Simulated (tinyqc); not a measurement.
Inside a calculation. Method: CID on RHF in the sto-3g basis, frozen core, for LiH, spin multiplicity 1. One step of it, computed by the program tinyqc.

Question. CID: determinants and Hamiltonian. Slater-Condon rules over spin orbitals, with the nuclear repulsion and the energy of the frozen orbital added and E(HF) subtracted on the diagonal. Only determinants linked to the reference directly or through others are kept (one block of an abelian symmetry group), so some states are absent.

one-electron integrals dressed by the frozen orbital, h + 2 (pq|11) - (p1|1q) (hartree), order 2, 3, 4, 5, 6:
$$\begin{pmatrix}
-0.712527 & 0.056012 & 0.000000 & 0.000000 & -0.111797 \\
0.056012 & -0.338246 & 0.000000 & 0.000000 & 0.069608 \\
0.000000 & 0.000000 & -0.319872 & 0.000000 & 0.000000 \\
0.000000 & 0.000000 & 0.000000 & -0.319872 & 0.000000 \\
-0.111797 & 0.069608 & 0.000000 & 0.000000 & -0.301217
\end{pmatrix}$$

energy of the frozen orbital, 2 h_11 + (11|11) = -7.66790276 hartree

Two-electron integrals over orbitals (pq|rs), unique and non-zero (hartree); the lowest 1 orbital is frozen and left out:
```
(22|22) 0.461199    (32|22) -0.056012   (32|32) 0.018365    (33|22) 0.215049
(33|32) 0.012569    (33|33) 0.331948    (42|42) 0.021664    (43|42) 0.019904
(43|43) 0.041336    (44|22) 0.251883    (44|32) 0.010956    (44|33) 0.280552
(44|44) 0.312946    (52|52) 0.021664    (53|52) 0.019904    (53|53) 0.041336
(54|54) 0.016869    (55|22) 0.251883    (55|32) 0.010956    (55|33) 0.280552
(55|44) 0.279207    (55|55) 0.312946    (62|22) 0.111797    (62|32) -0.040903
(62|33) -0.018310   (62|44) -0.032243   (62|55) -0.032243   (62|62) 0.128858
(63|22) -0.055255   (63|32) 0.014577    (63|33) 0.036319    (63|44) 0.006161
(63|55) 0.006161    (63|62) -0.036785   (63|63) 0.029066    (64|42) -0.018915
(64|43) -0.012581   (64|64) 0.019576    (65|52) -0.018915   (65|53) -0.012581
(65|65) 0.019576    (66|22) 0.433285    (66|32) -0.047713   (66|33) 0.239032
(66|44) 0.261444    (66|55) 0.261444    (66|62) 0.108488    (66|63) -0.045858
(66|66) 0.431135
```

nuclear repulsion = 0.79936135 hartree

Hartree-Fock energy = -7.83239791 hartree

Give: determinants; H - E(HF) between determinants.

Answer.

Occupation strings over the orbitals (2 doubly, a alpha, b beta, 0 empty; spin orbitals ordered 1a 1b 2a 2b ...): 220000 202000 20a00b 200200 200020 20b00a 200002

H - E(HF) between determinants (hartree), order 220000, 202000, 20a00b, 200200, 200020, 20b00a, 200002:
$$\begin{pmatrix}
0.0000 & 0.0184 & -0.0409 & 0.0217 & 0.0217 & 0.0409 & 0.1289 \\
0.0184 & 0.6193 & 0.1059 & 0.0413 & 0.0413 & -0.1059 & 0.0291 \\
-0.0409 & 0.1059 & 0.5634 & -0.0126 & -0.0126 & -0.0291 & 0.0237 \\
0.0217 & 0.0413 & -0.0126 & 0.6371 & 0.0169 & 0.0126 & 0.0196 \\
0.0217 & 0.0413 & -0.0126 & 0.0169 & 0.6371 & 0.0126 & 0.0196 \\
0.0409 & -0.1059 & -0.0291 & 0.0126 & 0.0126 & 0.5634 & -0.0237 \\
0.1289 & 0.0291 & 0.0237 & 0.0196 & 0.0196 & -0.0237 & 0.7926
\end{pmatrix}$$
